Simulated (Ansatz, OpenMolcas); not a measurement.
**A ladder of methods for BH3 (SMILES [H]B([H])[H])**

BH3 has 4 atoms, charge 0, and is taken as a singlet. As SMILES, `[H]B([H])[H]`. The coordinates come from a GFN2-xTB relaxation.

```xyz
4

B     0.0001    0.0000   -0.0014
H     1.1639   -0.0303    0.0153
H    -0.5553    1.0234   -0.0186
H    -0.6086   -0.9931    0.0048
```

Quantity: the energy change with the B1–H4 bond stretched from 1.165 to 1.747 Å, in eV. The values are calculated.

```tsv
level	kind	program	value (eV)	less CCSDT/6-31G*
HF/6-31G* (spherical functions) (restricted)	Hartree–Fock	Ansatz	1.85	+0.24
SVWN5/6-31G* (spherical functions) (restricted)	LDA	Ansatz	1.54	-0.07
revPBE/6-31G* (spherical functions) (restricted)	GGA	Ansatz	1.53	-0.08
r2SCAN/6-31G* (spherical functions) (restricted)	meta-GGA	Ansatz	1.65	+0.04
B3LYP/6-31G* (spherical functions) (restricted)	global hybrid	Ansatz	1.67	+0.06
wB97M-V/6-31G* (spherical functions) (restricted)	range-separated hybrid	Ansatz	1.73	+0.12
B2PLYP/6-31G* (spherical functions) (restricted)	double hybrid	Ansatz	1.73	+0.12
BCCD(T)/6-31G* (spherical functions) (restricted)	coupled cluster or CI	Ansatz	1.61	0.00
CCSDT/6-31G* (spherical functions) (restricted)	coupled cluster or CI	Ansatz	1.61	0.00
FCI/3-21G	exact in the basis	OpenMolcas	1.48	-0.13
```

Differences are taken from CCSDT/6-31G* (spherical functions) (restricted) for orientation; it has basis-set and higher-order errors of its own. The first shape isn't each level's own minimum. The values span 1.48 to 1.85 eV. High-level rows in very small sets aren't better than simpler rows in larger ones.
